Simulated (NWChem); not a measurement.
**CH4Si (SMILES C=[SiH2]): a first try and a second**

Aim: energy and forces of CH4Si at PBE0-D3(BJ)/3-21G (SMD octanol).

The calculation is run with NWChem 7.3.0.

1 further run of the same task is left out (set aside as unsound or not needed).

### 1 The molecule

CH4Si has 6 atoms, charge 0, and is taken as a singlet. As SMILES, `C=[SiH2]`. Geometry: relaxed at GFN2-xTB.

Bond lengths: C1–Si2 1.748 Å, C1–H3 1.077 Å, C1–H4 1.077 Å, Si2–H5 1.458 Å, Si2–H6 1.458 Å. Angles: C1–Si2–H5 124.5°, C1–Si2–H6 124.5°, Si2–C1–H3 122.5°, Si2–C1–H4 122.5°, H5–Si2–H6 110.9°, H3–C1–H4 115.0°.

### 2 Try one

The input, run.nw:

```
start run
title "CH4Si"
memory 2200 mb

geometry
 zmatrix
   C
   Si 1 r2
   H 1 r3 2 a3
   H 1 r4 3 a4 2 d4
   H 2 r5 1 a5 4 d5
   H 2 r6 5 a6 1 d6
 variables
   r2 1.747533
   r3 1.076736
   a3 122.40791
   r4 1.076606
   a4 115.04696
   d4 -179.95096
   r5 1.458346
   a5 124.4977
   d5 179.93638
   r6 1.458225
   a6 110.9027
   d6 179.92731
 end
end

basis spherical bse
 C library 3-21G
 Si library 3-21G
 H library 3-21G
end

cosmo
 do_cosmo_smd true
 solvent octanol
end

dft
 xc pbe0
 mult 5
 disp vdw 4
 grid xfine
 convergence energy 1e-07
 iterations 100
 noprint "final vectors analysis"
end

task dft gradient
```

The run is started by

```sh
$ nwchem run.nw > run.out
```

The program printed:

```text
[...]
 Group name             C2v
[...]
          Wavefunction type:  spin polarized.
          No. of atoms     :     6
          No. of electrons :    24
[...]
          Charge           :     0
          Spin multiplicity:     5
[...]
          AO basis - number of functions:    30
[...]
              XC Information
              --------------
                         PBE0 Method XC Functional
                     Hartree-Fock (Exact) Exchange  0.250
          PerdewBurkeErnzerhof Exchange Functional  0.750
            Perdew 1991 LDA Correlation Functional  1.000 local
           PerdewBurkeErnz. Correlation Functional  1.000 non-local
[...]
 d= 0,ls=0.0,diis     1   -327.5455236584 -3.78D+02  8.94D-02  5.57D-02     0.6
[...]
 d= 0,ls=0.0,diis     9   -327.5948412276 -1.08D-10  1.52D-07  3.98D-13     8.3
[...]
         Total DFT energy =     -327.594841227646
      One electron energy =     -552.562790531076
           Coulomb energy =      201.719891323954
    Exchange-Corr. energy =      -27.571643641974
 Nuclear repulsion energy =       50.789476336184
    Dispersion correction =       -0.002796511502
[...]
      <S2> =      6.0096 (Exact =     6.0000)
[...]
  wavefunction    = open shell
[...]
                         DFT ENERGY GRADIENTS
    atom               coordinates                        gradient
                 x          y          z           x          y          z
   1 C       0.000000   0.000000   2.240765    0.000000   0.000000  -0.093921
   2 Si      0.000000   0.000000  -1.061593    0.000000   0.000000  -0.031848
   3 H       0.000000   1.716422   3.333258    0.000000  -0.012381  -0.013209
   4 H       0.000000  -1.716422   3.333258    0.000000   0.012381  -0.013209
   5 H       0.000000   2.269767  -2.624399    0.000000  -0.072246   0.076094
   6 H       0.000000  -2.269767  -2.624399    0.000000   0.072246   0.076094
[...]
```

Run time: 9.6 s. Hardware: 1 thread of Intel Xeon Platinum 8488C (Sapphire Rapids), shared host; peak memory 0.12 GiB.

### 3 Diagnosis

The run finished; that doesn't make the result usable.

What is wrong: the spin state typed doesn't suit the molecule. To mend it: multiplicity 1 in place of 5.

### 4 Second attempt

The input, run.nw:

```
start run
memory 2200 mb

geometry
  zmatrix
    C
    Si 1 r2
    H 1 r3 2 a3
    H 1 r4 3 a4 2 d4
    H 2 r5 1 a5 4 d5
    H 2 r6 5 a6 1 d6
  variables
    r2 1.747533
    r3 1.076736
    a3 122.40791
    r4 1.076606
    a4 115.04696
    d4 -179.95096
    r5 1.458346
    a5 124.4977
    d5 179.93638
    r6 1.458225
    a6 110.9027
    d6 179.92731
  end
end

basis "ao basis" spherical bse
  * library 3-21G
end

cosmo
  do_cosmo_smd true
  solvent octanol
end

dft
  xc pbe0
  mult 1
  disp vdw 4
  grid xfine
  convergence energy 1e-07
  print low
end

task dft gradient
```

The run is started by

```sh
$ nwchem run.nw > run.out
```

The program printed:

```text
[...]
 Group name             C2v
[...]
 d= 0,ls=0.0,diis     1   -327.9714657553 -3.79D+02  2.63D-02  2.07D-01     0.4
[...]
 d= 0,ls=0.0,diis     6   -328.0054409981 -4.25D-09  5.20D-07  5.67D-11     3.1
         Total DFT energy =     -328.005440998094
      One electron energy =     -553.334912483156
           Coulomb energy =      201.985849969157
    Exchange-Corr. energy =      -27.512784784858
 Nuclear repulsion energy =       50.789476336184
    Dispersion correction =       -0.002796511502
[...]
                         DFT ENERGY GRADIENTS
    atom               coordinates                        gradient
                 x          y          z           x          y          z
   1 C       0.000000   0.000000   2.240765    0.000000   0.000000   0.017104
   2 Si      0.000000   0.000000  -1.061593    0.000000   0.000000  -0.018170
   3 H       0.000000   1.716422   3.333258    0.000000  -0.008307  -0.002913
   4 H       0.000000  -1.716422   3.333258    0.000000   0.008307  -0.002913
   5 H       0.000000   2.269767  -2.624399    0.000000  -0.012685   0.003446
   6 H       0.000000  -2.269767  -2.624399    0.000000   0.012685   0.003446
 Task  times  cpu:        3.5s     wall:        3.5s
 Total times  cpu:        3.5s     wall:        3.5s
```

Wall time 4.2 s (1 thread of Intel Xeon Platinum 8488C (Sapphire Rapids), shared host); peak memory 0.12 GiB.

### 5 Summary of results

Level: PBE0-D3(BJ)/3-21G (SMD octanol).

| quantity | value |
| --- | --- |
| total energy | -328.00544 Eh |
| dispersion energy | -7.34 kJ/mol |
| solvent term in the energy | -2.0 kJ/mol |
| largest force on an atom | 0.934 eV/Å |

**Reading.** The largest force is 0.93 eV/Å: the shape isn't a stationary point for this species at this level.
